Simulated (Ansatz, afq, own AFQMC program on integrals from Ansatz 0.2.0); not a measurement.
SiH₃⁺, singlet in cc-pVDZ, levels against full CI

| atom | x (Å) | y (Å) | z (Å) |
| --- | --- | --- | --- |
| Si | 0.0000 | 0.0000 | 0.0000 |
| H | 3.5386 | 0.0342 | -0.0002 |
| H | -1.7989 | 3.0474 | -0.0070 |
| H | -1.7397 | -3.0816 | 0.0072 |

Basis cc-pVDZ. Noble-gas cores (and the filled d shells of Ga–Kr and In–Xe) are frozen. Ansatz 0.2.0 and our own AFQMC program on the same integrals; the CISD trial comes from CCSD amplitudes, and released means the phaseless constraint is let go. ± is one standard error of the sampling.

Determinant: UHF, the one that the program's search chose, which needn't be the lowest solution. The geometry is a point of a scan.

Full CI on the same integrals is exact in this basis and with this determinant's frozen core.

Cautions: unrestricted determinant spin contaminated (⟨S²⟩ 1.99 against 0.00); CCSDTQ is in doubt: among natural orbitals it converges to other amplitudes; the released energies have errors that jump between times, so the bars are unsure, so no released level is given (meV from the phaseless value at times in 1/Eh: 1 ± 5 at 0.24, -4.8 ± 0.8 at 0.51, -8.0 ± 1.4 at 0.99, 1 ± 11 at 1.62, -11.9 ± 1.7 at 2.40); the ph-AFQMC/CISD walk drifts between its halves (2.1 errors); the next higher spin lies close (full CI puts it 33 meV above); CCSDTQ on the RHF determinant differs (98 meV higher), perhaps since the unrestricted series falls towards higher spin.

The T1 diagnostic is 0.0110. The weight of the determinant in the CISD state is 0.936, the ⟨S²⟩ of the determinant is 1.989 and the size of the correlated space is 6 electrons in 28 orbitals.

```csv
level,correlation energy (eV)
MP2,-0.9635
CCSD,-1.4721
CCSD(T),-1.4930
```

Estimate where full CI lies against CCSD(T) on the same integrals.

8.2 kJ/mol below CCSD(T).

Reference: full CI, correlation energy -1.578 eV. The cautions show a poor starting determinant, so the rows tell how each method copes with it here, and full CI is the sure value.

```csv
level,E − E(reference) (kJ/mol),share of correlation (%)
CCSD(T),8.2,94.60
CCSDT,2.8,98.14
CCSDT(Q),1.9,98.74
CCSDTQ,1.0,99.37
ph-AFQMC/HF,8.3 ± 1.3,94.58
ph-AFQMC/CISD,4.4 ± 0.2,97.09
```

CCSDT and higher add their correlation energy to the determinant of the CCSD(T) run, since their own runs factorise the integrals more tightly (a shift of under 2 meV). A walk keeps the symmetry of its determinant, which the program's search chose and which needn't be the lowest solution, so a lower state of the same spin and another symmetry isn't excluded.
